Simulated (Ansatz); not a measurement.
Mulliken charges of C$_{4}$H$_{3}$N, SMILES `C#CCC#N` from r2SCAN/def2-TZVPP in Ansatz (PBE0-D4/def2-TZVP geometry).

| atom | x (Å) | y (Å) | z (Å) | charge (e) |
| --- | --- | --- | --- | --- |
| C1 | -0.663 | 1.869 | 0.133 | 0.215 |
| C2 | -0.230 | 0.758 | 0.241 | -0.424 |
| C3 | 0.298 | -0.590 | 0.385 | -0.003 |
| C4 | 0.347 | -1.321 | -0.878 | -0.187 |
| N5 | 0.393 | -1.911 | -1.862 | -0.042 |
| H6 | -1.049 | 2.856 | 0.033 | 0.242 |
| H7 | -0.314 | -1.162 | 1.090 | 0.100 |
| H8 | 1.310 | -0.557 | 0.802 | 0.100 |

By hand: the dipole of these point charges (1 e Å = 4.8032 D).

Σ q r = (-0.282, 0.929, 0.365) e Å, of length 1.037 e Å = 4.98 D.

How does the dipole of the full density compare? (Best estimate.)

The calculation gave: (-0.013, 0.359, 0.685) e Å, 3.72 D; the point charges give 1.34 times that, at 43° from its direction.

Point charges leave out the atoms' own dipoles, such as those of lone pairs, and Mulliken's split depends on the basis, so the two needn't agree.
